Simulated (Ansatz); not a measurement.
Fluorite CdF2, treated with B3LYP (VWN-RPA form) in Ansatz (plane waves, PAW).

Run with plane-wave cutoff 460 eV, 8×8×8 k mesh, Fermi–Dirac smearing 0.01 eV, scalar-relativistic PAW data made under PBE.

Properties against volume:

```
V (Å³/atom)  P (GPa)  direct gap at Γ (eV)  smallest gap on the k mesh (eV)
-----------  -------  --------------------  -------------------------------
12.855          6.15                 5.998                            5.462
13.070          4.10                 5.950                            5.392
13.532          0.27                 5.847                            5.246
13.870         -2.09                 5.771                            5.143
14.209         -4.14                 5.694                            5.043
```

The fundamental gap (5.24 eV at the equilibrium volume, on the SCF mesh) lies elsewhere than Γ–Γ.

Measured, for comparison: band gap 7.8 eV (temperature not stated, not corrected to a static lattice, indirect W–Γ; as tabulated in Cappellini et al. (2013), arXiv:1302.2571).

Spin–orbit coupling is not included.

Ansatz is a program for electronic structure.
